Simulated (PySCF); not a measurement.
C₂H₃, SMILES C=[CH] (connectivity only; charge and spin as stated), charge +1, multiplicity 1.

Coordinates come from a B3LYP-D3(BJ)/def2-TZVP optimisation. The spin state was assumed, not searched. The isomer is the one that the SMILES or the coordinates give; other isomers of the formula were not compared.

Computed with PySCF with TDA-PBE/def2-TZVPD.

Vertical excitations. Gas-phase values at a fixed geometry. State labels are in the subgroup C2v.

| state | symmetry | energy (eV) | λ (nm) | f | main pairs |
|---|---|---|---|---|---|
| S1 | A2 | 3.46 | 359 | 0.000 | HOMO→LUMO 100 % |
| S2 | A1 | 7.48 | 166 | 0.002 | HOMO−1→LUMO 60 %, HOMO→LUMO+1 39 % |
| S3 | B2 | 8.22 | 151 | 0.010 | HOMO−2→LUMO 97 % |
| S4 | B1 | 10.41 | 119 | 0.048 | HOMO→LUMO+2 94 % |
| S5 | A2 | 10.75 | 115 | 0.000 | HOMO−1→LUMO+1 100 % |
| S6 | B1 | 10.84 | 114 | 0.019 | HOMO→LUMO+3 95 % |
| S7 | B2 | 11.43 | 109 | 0.085 | HOMO−3→LUMO 91 % |
| S8 | B1 | 11.52 | 108 | 0.000 | HOMO−2→LUMO+1 95 % |
| S9 | A1 | 11.75 | 105 | 1.067 | HOMO→LUMO+1 47 %, HOMO−1→LUMO 31 %, HOMO→LUMO+11 9 % |
| S10 | A2 | 12.00 | 103 | 0.000 | HOMO→LUMO+4 100 % |
| T1 | A2 | 2.66 | 466 | 0 | HOMO→LUMO 100 % |
| T2 | A1 | 5.53 | 224 | 0 | HOMO→LUMO+1 93 % |
| T3 | A1 | 6.11 | 203 | 0 | HOMO−1→LUMO 93 % |
| T4 | B2 | 6.90 | 180 | 0 | HOMO−2→LUMO 100 % |
Triplets are in the Tamm–Dancoff approximation.
